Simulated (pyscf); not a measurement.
## Four-centre exchange: ZnH₂ + H₂O -> HO–ZnH + H₂

Gas phase, singlet surface, charge 0. Bonds broken: Zn1–H2, O4–H5. Bonds formed: Zn1–O4, H2–H5. Single points on ωB97X-D3(BJ)/def2-SVP structures (PySCF, gas phase).

Transition state (Å):

```xyz
6

Zn     0.9245     0.7949     0.3504
H      0.7302     0.1253    -1.4187
H      1.7264     1.8704     1.1016
O     -0.4138    -0.6239     0.3173
H      0.0461    -0.3489    -0.8478
H     -1.3503    -0.4884     0.5114
```

One imaginary mode, 1244i cm⁻¹; descent along it reached the two sides named, in the forms told below.

| bond | change | reactant side (Å) | saddle | product side |
|---|---|---|---|---|
| Zn1–H2 | breaks | 1.569 | 1.902 | 3.7 |
| O4–H5 | breaks | 0.965 | 1.282 | 2.357 |
| Zn1–O4 | forms | 2.207 | 1.951 | 1.780 |
| H2–H5 | forms | 3.0 | 1.009 | 0.764 |

Electronic energies relative to the separated reactants (kcal/mol):

| level | barrier | reaction energy | reverse barrier |
|---|---|---|---|
| ωB97X-D3(BJ)/def2-TZVP | 16.0 | -7.8 | 23.8 |
| PBE/def2-TZVP | 13.0 | -8.0 | 21.0 |
| r²SCAN/def2-TZVP | 12.3 | -9.2 | 21.6 |
| B3LYP-D3(BJ)/def2-TZVP | 16.0 | -8.0 | 24.0 |
| PBE0-D3(BJ)/def2-TZVP | 14.6 | -6.3 | 20.9 |
| M06-2X/def2-TZVP | 12.8 | -9.8 | 22.6 |
| ωB97M-D3(BJ)/def2-TZVP | 17.2 | -6.3 | 23.5 |
| HF/def2-TZVP | 27.3 | -3.6 | 30.9 |

With ωB97M-D3(BJ)/def2-TZVP energies and thermal terms (ideal gas, 1 atm, RRHO with modes under 100 cm⁻¹ raised to 100, one conformer, R ln 2 for chiral ones without a mode under 150 cm⁻¹), in kcal/mol:

```
T (K)   ΔH‡   ΔG‡    ΔH    ΔG
-----  ----  ----  ----  ----
298    15.0  23.1  -8.7  -8.2
600    14.9  31.4  -7.9  -8.0
900    15.3  39.5  -7.4  -8.1
1200   15.9  47.5  -7.0  -8.5
```

On the reactant side the descent ends in an adduct with a O–Zn contact, 9.0 kcal/mol under the separated species and 24.9 kcal/mol under the saddle at ωB97X-D3(BJ)/def2-TZVP. What is counted as formed (O–Zn) is already present as a longer contact in the reactant adduct; forming that adduct is a step of its own. At the saddle there is also a short H–Zn contact that neither side keeps. This is the saddle that the search found; another between the same sides may lie lower. Elements up to Kr have no core potential and no relativistic terms here.
